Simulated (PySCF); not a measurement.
Molecule (SMILES): N#C (CH-N).
Geometry (B3LYP-D3(BJ)/def2-TZVP, fixed):
```xyz
3

C      0.0000     0.0000    -0.4969
N      0.0000     0.0000     0.6493
H      0.0000     0.0000    -1.5636
```

Basis-set convergence of the lowest singlet excitation energy at CAM-B3LYP with PySCF. Tamm-Dancoff approximation; the state is taken by its order, and sets in which it differs in degeneracy or brightness are left out, yet its character can still change. All functions are spherical. Density fitting with generated auxiliary sets. No added dispersion term, no relativity. Reference: the value in d-aug-cc-pVTZ, 7.747 eV, itself unsure by roughly 0.003 eV (its mean distance from aug-pcseg-3, aug-cc-pVQZ, aug-pcseg-2). Deviations are taken from unrounded values. Cost is core time over that of cc-pVDZ, rough, on shared machines of one kind.

| basis | functions | lowest singlet excitation energy (eV) | minus reference (eV) | cost |
|---|---|---|---|---|
| cc-pVDZ | 33 | 8.006 | 0.259 | 1× |
| 6-311G** | 42 | 7.966 | 0.219 | 2× |
| def2-SVPD | 48 | 7.833 | 0.087 | 1× |
| aug-cc-pVDZ | 55 | 7.759 | 0.013 | 3× |
| 6-311++G(2d,2p) | 64 | 7.767 | 0.020 | 4× |
| cc-pVTZ | 74 | 7.873 | 0.127 | 3× |
| def2-TZVPP | 76 | 7.824 | 0.077 | 5× |
| def2-TZVPD | 83 | 7.769 | 0.023 | 6× |
| 6-311++G(3df,3pd) | 96 | 7.754 | 0.008 | 10× |
| cc-pVQZ | 140 | 7.815 | 0.068 | 10× |
| def2-QZVPP | 144 | 7.775 | 0.029 | 20× |
| pcseg-3 | 153 | 7.752 | 0.006 | 30× |
| aug-pcseg-3 | 219 | 7.743 | -0.003 | 80× |
